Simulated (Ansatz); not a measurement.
# C₃H₄ (SMILES C=C=C): single points off equilibrium

The task here is to estimate one member of a computed series from the others.

Method: single points in def2-TZVPP; program: Ansatz 0.2.0, Gaussian basis.

Cores are frozen in the correlated methods. B3LYP uses VWN-RPA correlation.

**Where the work starts**

SMILES `C=C=C`, 7 atoms, charge 0, spin multiplicity 1.

Atoms are counted from 1 here; the program's logs count them from 0.

Bond lengths: C1–C2 1.376 Å, C1–H4 1.145 Å, C1–H5 1.054 Å, C2–C3 1.099 Å, C3–H6 1.142 Å, C3–H7 1.215 Å. Angles: C2–C1–H4 118.2°, C2–C1–H5 117.3°, H4–C1–H5 124.1°, C1–C2–C3 169.7°, C2–C3–H6 121.5°, C2–C3–H7 137.9°, H6–C3–H7 100.2°.

Geometry (Å):

```xyz
7
C3H4
C    -1.0064    0.3346   -0.7272
C     0.1320   -0.0441   -0.0538
C     0.9236   -0.3563    0.6417
H    -1.9031   -0.3771   -0.7163
H    -0.9562    1.2138   -1.3057
H     1.7417   -1.0876    0.3245
H     1.3272   -0.0490    1.7454
```

The first run:

Input file run/in.yaml:

```yaml
crystal:
  periodic: [false, false, false]
  atoms:
    - {symbol: C, position_ang: [-1.006400, 0.334600, -0.727200]}
    - {symbol: C, position_ang: [0.132000, -0.044100, -0.053800]}
    - {symbol: C, position_ang: [0.923600, -0.356300, 0.641700]}
    - {symbol: H, position_ang: [-1.903100, -0.377100, -0.716300]}
    - {symbol: H, position_ang: [-0.956200, 1.213800, -1.305700]}
    - {symbol: H, position_ang: [1.741700, -1.087600, 0.324500]}
    - {symbol: H, position_ang: [1.327200, -0.049000, 1.745400]}
basis:
  gaussian: {orbitals: def2-TZVPP}
correlation: {method: ccsd_t}
output: {forces: true}
```

The command line of these runs was not kept.

Among the steps run: CCSD(T)/def2-TZVPP; PBE0-D4/def2-TZVPP; wB97M-V/def2-TZVPP; r2SCAN-D4/def2-TZVPP; PBE-D4/def2-TZVPP; r2SCANh-D4/def2-TZVPP; B3LYP-D4/def2-TZVPP.

One of the session's tables, all rows but one given; the rest of the session is left out.

| method | RMS force component (eV/Å) | angle to CCSD(T) forces (°) | dipole (D) |
| --- | --- | --- | --- |
| CCSD(T) | 8.509 | reference | 0.47 |
| PBE0-D4 | 8.266 | 1.5 | 0.64 |
| wB97M-V | 8.367 | 1.4 | 0.68 |
| r2SCAN-D4 | ? | ? | ? |
| PBE-D4 | 8.157 | 1.2 | 0.61 |
| r2SCANh-D4 | 8.205 | 1.5 | 0.65 |
| B3LYP-D4 | 8.143 | 1.4 | 0.60 |

Q: Estimate the row for r2SCAN-D4 from the others.

As computed: RMS force component (eV/Å): 8.168; angle to CCSD(T) forces (°): 1.3; dipole (D): 0.64. In the column «RMS force component (eV/Å)» it lies between PBE-D4 (8.157) and r2SCANh-D4 (8.205).
